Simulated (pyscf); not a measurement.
Optimised with ωB97X-D3(BJ)/def2-SVP in PySCF.

PBE/def2-TZVP puts the barrier of H₃C–CH₃ + SnH₃• -> H₃C–SnH₃ + CH₃• (substitution at C; doublet surface; C–C broken, C–Sn formed) at 183.2 kJ/mol and the reaction energy at +112.3 kJ/mol, from the separated reactants. What do PBE0-D3(BJ)/def2-TZVP, M06-2X/def2-TZVP, ωB97M-D3(BJ)/def2-TZVP give on the same structures?

PBE0-D3(BJ): ΔE‡ = 199.3 kJ/mol, ΔE = +106.7 kJ/mol; M06-2X: ΔE‡ = 220.7 kJ/mol, ΔE = +119.9 kJ/mol; ωB97M-D3(BJ): ΔE‡ = 219.3 kJ/mol, ΔE = +110.3 kJ/mol. PBE's barrier lies under all of them, by 16.1 to 37.5 kJ/mol. Its reaction energy lies among theirs. Low barriers are usual for a GGA, whose delocalisation error favours stretched bonds. One saddle was located; it need not be the lowest between these sides. The angle at the attacked C is 180°. Elements past Kr carry the def2 core potentials, without spin-orbit coupling.
